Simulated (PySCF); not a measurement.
# S₂F₂: from HF to coupled cluster

Aim: at the PBE0 minimum of singlet S₂F₂, found before, compare methods on energies and levels.

The runs use PySCF 2.14.0; several methods, basis S def2-TZVP, F def2-TZVP, no relativity, density fitting.

## 1. Where the work starts

4 atoms, charge 0, spin multiplicity 1.

Bond lengths: S1–S2 1.859 Å, S1–F3 1.606 Å, S1–F4 1.606 Å. Angles: S2–S1–F3 107.9°, S2–S1–F4 107.9°, F3–S1–F4 92.0°.

Coordinates in bohr (charge 0 multiplicity 1):
```
S     0.1940    0.3361   -0.9551
S    -1.4002   -2.4253    0.5182
F     2.9055    0.6659    0.3677
F    -0.8761    2.8492    0.3676
```

## 2. PBE0

The steps are one call of a driver around PySCF; scf.py gives each level's set-up. Each SCF starts from the density of the minimum. The driver also runs the species with one electron less or more at the same geometry (one less: multiplicity 2, one more: multiplicity 2); their logs are not shown.

Input file scf.py:

```python
from pyscf import gto, scf, dft
mol = gto.M(atom='''
S      0.102685     0.177854    -0.505409
S     -0.740965    -1.283402     0.274210
F      1.537545     0.352357     0.194555
F     -0.463638     1.507728     0.194547''',
    basis={'S': 'def2-TZVP', 'F': 'def2-TZVP'},
    charge=0, spin=0)
mf = dft.RKS(mol, xc='PBE0')
mf.grids.atom_grid = (75, 302)
aux = {'S': 'def2-universal-JKFIT', 'F': 'def2-universal-JKFIT'}
mf = mf.density_fit(auxbasis=aux)
mf.conv_tol = 1e-08
mf.diis_space = 10
mf.max_cycle = 60
mf.verbose = 4
mf.kernel()
```

The run is started by

```console
OMP_NUM_THREADS=4 python axn.py task.json out
```

## 3. HF

scf.py: that of step 2 with these lines changed.

```diff
@@ -9,2 +9 @@
-mf = dft.RKS(mol, xc='PBE0')
-mf.grids.atom_grid = (75, 302)
+mf = scf.RHF(mol)
```

## 4. PBE

scf.py: that of step 3 with these lines changed.

```diff
@@ -9 +9,2 @@
-mf = scf.RHF(mol)
+mf = dft.RKS(mol, xc='PBE')
+mf.grids.atom_grid = (75, 302)
```

## 5. CCSD(T)

scf.py: that of step 4 with these lines changed.

```diff
@@ -9,2 +9 @@
-mf = dft.RKS(mol, xc='PBE')
-mf.grids.atom_grid = (75, 302)
+mf = scf.RHF(mol)
@@ -17,0 +17,3 @@
+from pyscf import cc
+mycc = cc.CCSD(mf, frozen=12).run()
+mycc.ccsd_t()
```

## 6. r2SCAN

scf.py: that of step 5 with these lines changed.

```diff
@@ -9 +9,2 @@
-mf = scf.RHF(mol)
+mf = dft.RKS(mol, xc='R2SCAN')
+mf.grids.atom_grid = (90, 434)
@@ -17,3 +17,0 @@
-from pyscf import cc
-mycc = cc.CCSD(mf, frozen=12).run()
-mycc.ccsd_t()
```

## 7. B3LYP

scf.py: that of step 6 with these lines changed.

```diff
@@ -9,2 +9,2 @@
-mf = dft.RKS(mol, xc='R2SCAN')
-mf.grids.atom_grid = (90, 434)
+mf = dft.RKS(mol, xc='B3LYP')
+mf.grids.atom_grid = (75, 302)
```

## 8. TPSSh

scf.py: that of step 7 with these lines changed.

```diff
@@ -9,2 +9,2 @@
-mf = dft.RKS(mol, xc='B3LYP')
-mf.grids.atom_grid = (75, 302)
+mf = dft.RKS(mol, xc='TPSSH')
+mf.grids.atom_grid = (90, 434)
```

## 9. MN15

scf.py: that of step 8 with these lines changed.

```diff
@@ -9 +9 @@
-mf = dft.RKS(mol, xc='TPSSH')
+mf = dft.RKS(mol, xc='MN15')
```

## 10. M06

scf.py: that of step 9 with these lines changed.

```diff
@@ -9 +9 @@
-mf = dft.RKS(mol, xc='MN15')
+mf = dft.RKS(mol, xc='M06')
```

(Steps that only read results are left out.)

**Question.** What will these runs give? Wanted: atomisation energy, CCSD(T) in this basis; vertical ionisation energy, CCSD(T); vertical electron affinity; orbital gap, range; T1, D1; T1, D1 of the cation; T1, D1 of the anion.

The runs gave:

| quantity | value |
| --- | --- |
| atomisation energy, CCSD(T) in this basis | 964 kJ/mol |
| vertical ionisation energy, CCSD(T) | 10.48 eV |
| vertical electron affinity | negative in this basis |
| orbital gap, range | 3.89 (PBE) to 12.42 (HF) eV |
| T1, D1 | 0.018, 0.055 |
| T1, D1 of the cation | 0.023, 0.091 |
| T1, D1 of the anion | 0.017, 0.057 |

In atomisation energy the functionals lie from +54 kJ/mol (B3LYP) to +190 kJ/mol (PBE) against CCSD(T). In a basis of this size CCSD(T) binds too weakly, often by tens of kJ/mol, while functionals are nearer their limits, so this ranks no functional. HF lacks the correlation that pairing electrons in bonds brings, so it binds too weakly, by 522 kJ/mol even against this CCSD(T). For the vertical ionisation energy, r2SCAN comes nearest to CCSD(T) (-0.01 eV) and HF is farthest (-1.03 eV). r2SCAN costs 10 s against 8.4 min for CCSD(T), a factor of about 50, and lands within 0.01 eV. A negative electron affinity (at CCSD(T)) reflects the basis more than the molecule, so no ranking is made on it; without diffuse functions even a bound anion can come out this way. The PBE orbital energy is a poor guide to ionisation (6.9 eV, 3.6 eV too small); the difference of PBE energies gives 10.4 eV.
